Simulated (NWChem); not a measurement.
Species: SiH$_{2}$, singlet; SMILES [SiH2]

```xyz
3

Si     0.0000     0.0000     0.1825
H      1.0961     0.0000    -0.8906
H     -1.0961     0.0000    -0.8906
```
Atoms are numbered in this order, from 1.

All runs: NWChem. Geometry optimised at PBE0/def2-SVP; all other runs use it. Low-valent species are run as closed-shell singlets; no triplet was tried in these runs.

| quantity | level | value |
|---|---|---|
| vertical, lowest excitation, singlet (eV) | PBE0/def2-SVPD, TDA | 2.48 |
| isotropic polarisability (bohr³), static | PBE0/def2-SVPD | 35.0 |
| solvation free energy (kcal/mol) in water | PBE0/def2-SVP, SMD | -0.7 |
| vertical ionisation energy, ΔSCF (eV) | PBE/def2-SVP | [?] |
| dipole (D) | PBE0/def2-SVP | [?] |
| highest harmonic frequency (cm⁻¹) | PBE0/def2-SVP | [?] |

Some entries are withheld; supply them.


- vertical ionisation energy, ΔSCF (eV), value: 9.35
- dipole (D), value: 0.36
- highest harmonic frequency (cm⁻¹), value: 2056
